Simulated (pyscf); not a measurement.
Structures and frequencies: ωB97X-D3(BJ)/def2-SVP in PySCF.

For the elementary gas-phase step HN=B–Cl + hydrogen chloride (HCl) → H₂N–B(Cl)–Cl (singlet surface; Cl–H broken, H–N, B–Cl formed), what barrier and reaction energy does B3LYP-D3(BJ)/def2-TZVP give, measured from the separated reactants?

ΔE‡ = 9.7 kcal/mol, ΔE = -59.6 kcal/mol. CCSD(T)/def2-TZVPP + ΔMP2(QZVPP) gives 13.6 kcal/mol and -59.7 kcal/mol. Zero-point energy shifts the barrier by -0.5 kcal/mol. It is an addition across a multiple bond or ene-type step, with an imaginary mode of 1049i cm⁻¹. One saddle was located; it need not be the lowest between these sides. The CCSD(T) − MP2 part came from Ansatz, without density fitting, on the same reference.
